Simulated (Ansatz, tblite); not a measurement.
Cost and result up the ladder for the cluster Si2B (3 atoms). Total charge 0; doublet. Geometry: PBE0-D4/def2-TZVP.

Cartesian coordinates in Å:
```
B 0.503 -0.140 0.777
Si -1.251 0.095 0.263
Si 0.748 0.045 -1.041
```

Ansatz on 4 threads of Arm Neoverse V1 on a shared host; xTB runs through tblite on one thread. Times are rough, summed over both states, and most runs start from the orbitals of an earlier one. ωB97M-V/def2-TZVP serves as the yardstick here, not as an exact answer. The other state is a quartet at its own geometry.

The xTB rows come from tblite. HSE06 is defined as in plane-wave codes, on full-range PBE exchange. Correlated methods freeze 11 core orbitals. The structure comes from a short search, and lower isomers may exist.

Run but left out: HF/STO-3G, HF/def2-TZVP, HF/def2-TZVPP, MP2/def2-TZVP, MP2/def2-TZVPP, CCSD/def2-TZVPP, CCSD(T)/def2-TZVPP (doublet: ⟨S²⟩ 1.47 to 1.64, where a pure state has 0.75).

Correlated methods converge slowly with the basis.

xTB has no spin-polarisation term.

```
                            level  functions  wall time  quartet − doublet (eV)  difference from ωB97M-V/def2-TZVP (eV)                                  remarks
                         GFN1-xTB         22    0.004 s                    1.14                                   -0.06                                        –
                         GFN2-xTB         22    0.006 s                    1.36                                    0.16                                        –
                 PBE-D4/def2-TZVP        105      1.6 s                    1.02                                   -0.18                                        –
                RPA@PBE/def2-TZVP        105      2.3 s                    1.17                                   -0.02                                        –
               HSE06-D4/def2-TZVP        105      2.5 s                    0.89                                   -0.31                                        –
                PBE0-D4/def2-TZVP        105      4.2 s                    0.88                                   -0.31                                        –
           CAM-B3LYP-D4/def2-TZVP        105      4.5 s                    1.02                                   -0.17                                        –
                 B97M-V/def2-TZVP        105      5.5 s                    0.99                                   -0.21                                        –
r2SCAN-D4/def2-TZVP (with forces)        105      6.3 s                    0.80                                   -0.40  spin-contaminated (⟨S²⟩ 0.86) (doublet)
             r2SCANh-D4/def2-TZVP        105      6.8 s                    0.77                                   -0.42  spin-contaminated (⟨S²⟩ 0.90) (doublet)
                ωB97M-V/def2-TZVP        105       11 s                    1.20                                    0.00                                        –
```
